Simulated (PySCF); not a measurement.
# Bond length, frequency and bond energy of CF by level of theory

State: ²Π (doublet), unpaired electrons π ↑. Set-up: basis C pcseg-2, F pcseg-2; no relativity; PySCF 2.14. De refers to C + F in their high-spin ground configurations, without counterpoise correction. The functionals are run spin-unrestricted. A positive dipole means C(−)F(+).

| Level | Re (Å) | ωe (cm⁻¹) | De (eV) | μ (D) |
| --- | --- | --- | --- | --- |
| UHF | 1.254 | 1413 | 3.51 | 0.54 |
| UHF-MP2 | 1.274 | 1328 | 5.83 | n/a |
| UHF-SCS-MP2 | 1.275 | 1321 | 5.64 | n/a |
| UHF-CCSD | 1.273 | 1336 | 5.37 | n/a |
| UHF-CCSD(T) | 1.279 | 1308 | 5.56 | n/a |
| PBE | 1.287 | 1252 | 6.29 | 0.85 |
| BP86 | 1.289 | 1244 | 6.24 | 0.83 |
| r²SCAN | 1.277 | 1295 | 5.84 | 0.83 |
| B3LYP | 1.276 | 1294 | 5.80 | 0.74 |
| PBE0 | 1.268 | 1335 | 5.84 | 0.80 |
| B97-3 | 1.269 | 1332 | 5.79 | 0.79 |
| LC-ωPBE | 1.267 | 1359 | 5.91 | 0.82 |

The bond length runs from 1.254 Å (UHF) to 1.289 Å (BP86). De spans 3.51 eV (UHF, mean field) to 6.29 eV (PBE, GGA). Correlation at CCSD(T) changes the Hartree–Fock bond energy by +2.05 eV; the triples alone change it by +0.19 eV.

Correlated steps freeze 2 core orbitals. The state was picked by a PBE0 search and need not be the measured ground state.

The whole job (state search and all levels along the bond) took about 3.2 min on 1 thread of Arm Neoverse V1 (shared host), peak memory 1 GiB.
